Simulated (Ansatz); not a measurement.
**CH2: comparison of methods with full CI, by script**

The task is a comparison of methods with full CI, for CH2. SMILES: [CH2].

All numbers are computed with Ansatz 0.2.0 through its Python package. The levels of theory stand in the script.

**1. Starting point**

Bond lengths: C1–H2 1.109 Å, C1–H3 1.109 Å. Angles: H2–C1–H3 109.5°.

The script holds or builds the structure itself.

**2. The code**

Contents of ch2_fci.py:

```python
# -*- coding: utf-8 -*-
"""Approximate methods against full CI for CH2 in a small basis."""

import ansatz as az
from ase import Atoms

atoms = Atoms(["C", "H", "H"], positions=[
    (-0.0028, 0.427, 0.0),
    (-0.9044, -0.2194, 0.0),
    (0.9072, -0.2076, 0.0),
])
geometry = az.Crystal.molecule_from_ase(atoms)

setup = (
    geometry.calculation()
    .basis(gaussian="6-31G")
    .spin("collinear", total=2)
)
exact = setup.correlation("fci").run(threads=1).report
print(f"full CI {exact['free_energy_ev'] / 27.211386246:.7f} Ha over {exact['configurations']['states'][0]['n_determinants']} determinants")
print("natural occupations", [round(n, 4) for n in exact["configurations"]["natural_occupations"]])
print(f"hf       misses {1000 * (exact['reference_energy_ev'] - exact['free_energy_ev']) / 27.211386246:9.3f} mHa")
for method in ["mp2", "ccsd", "ccsd_t", "bccd_t"]:
    e = setup.correlation(method).run(threads=1).report["free_energy_ev"]
    print(f"{method:8s} misses {1000 * (e - exact['free_energy_ev']) / 27.211386246:9.3f} mHa")
```

**3. Launch**

On the command line:

```bash
python ch2_fci.py
```

**Question.** What results will this script give? Wanted: natural occupations; hf misses full CI by; mp2 misses full CI by; ccsd misses full CI by; ccsd_t misses full CI by; bccd_t misses full CI by; correlation energy, last run.

**Answer**, as computed:

| quantity | value |
| --- | --- |
| natural occupations | 1.9735, 1.9622, 0.9961, 0.994, 0.0278, 0.0242, 0.0066, 0.0052, 0.0047, 0.0037 |
| hf misses full CI by | 73.934 mHa |
| mp2 misses full CI by | 16.504 mHa |
| ccsd misses full CI by | 0.917 mHa |
| ccsd_t misses full CI by | 0.260 mHa |
| bccd_t misses full CI by | 0.261 mHa |
| runs compared | 5 |
| correlation energy, last run | -1.909 eV |

The natural occupations stay near whole numbers, so one determinant describes the state well. Against full CI in this basis, ccsd_t comes nearest; 1.6 mHa is 1 kcal/mol. mp2 catches 77 % of the correlation energy of bccd_t. Reading the output:
- Full CI is exact only within this small basis and its frozen core, at an unrelaxed geometry.
- The run takes the species as open-shell (spin multiplicity 3), which needn't be its ground state.
